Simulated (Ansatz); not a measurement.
# SiH5NF+: one structure at several levels

Method: single points in def2-TZVPP; program: Ansatz 0.2.0, Gaussian basis.

Correlated methods freeze the cores.

**1. The starting structure**

SMILES `[NH3+][SiH2]F`, 8 atoms, charge 1, spin multiplicity 1.

Atoms are counted from 1 here; the program's logs count them from 0.

Bond lengths: N1–Si2 1.895 Å, N1–H4 0.982 Å, N1–H5 1.075 Å, N1–H6 1.013 Å, Si2–F3 1.577 Å, Si2–H7 1.525 Å, Si2–H8 1.449 Å. Angles: Si2–N1–H4 113.6°, Si2–N1–H5 111.4°, Si2–N1–H6 106.2°, H4–N1–H5 101.8°, H4–N1–H6 113.0°, H5–N1–H6 111.0°, N1–Si2–F3 106.6°, N1–Si2–H7 105.0°, N1–Si2–H8 104.8°, F3–Si2–H7 111.6°, F3–Si2–H8 107.9°, H7–Si2–H8 119.9°.

As a file:

```xyz
8

N    -0.6127    0.6278   -0.4107
Si    0.5049   -0.5686    0.5440
F     1.4951   -1.1974   -0.5105
H    -0.9807    0.2476   -1.2383
H    -0.0585    1.4695   -0.7842
H    -1.3287    0.9256    0.2404
H     1.2408    0.3019    1.5564
H    -0.3824   -1.6178    1.0032
```

**2. PBE-D4/def2-TZVPP**

run/in.yaml reads:

```yaml
crystal:
  periodic: [false, false, false]
  atoms:
    - {symbol: N, position_ang: [-0.612668, 0.627812, -0.410741]}
    - {symbol: Si, position_ang: [0.504931, -0.568618, 0.544049]}
    - {symbol: F, position_ang: [1.495055, -1.197411, -0.510534]}
    - {symbol: H, position_ang: [-0.980728, 0.247563, -1.238317]}
    - {symbol: H, position_ang: [-0.058477, 1.469508, -0.784152]}
    - {symbol: H, position_ang: [-1.328699, 0.925607, 0.240370]}
    - {symbol: H, position_ang: [1.240816, 0.301926, 1.556429]}
    - {symbol: H, position_ang: [-0.382397, -1.617762, 1.003163]}
basis:
  gaussian: {orbitals: def2-TZVPP}
total_charge: 1
hamiltonian: {xc: pbe, dispersion: d4}
output: {forces: true}
```

Run with:

```sh
> ansatz run in.yaml --threads 2 --pin off --events-out ev --progress --plain --max-ram 3481MiB
```

Q: Estimate wall time and peak memory on 2 threads of Intel Xeon 6975P-C, shared host.

About 1.1 s, with a peak of 0.18 GiB.
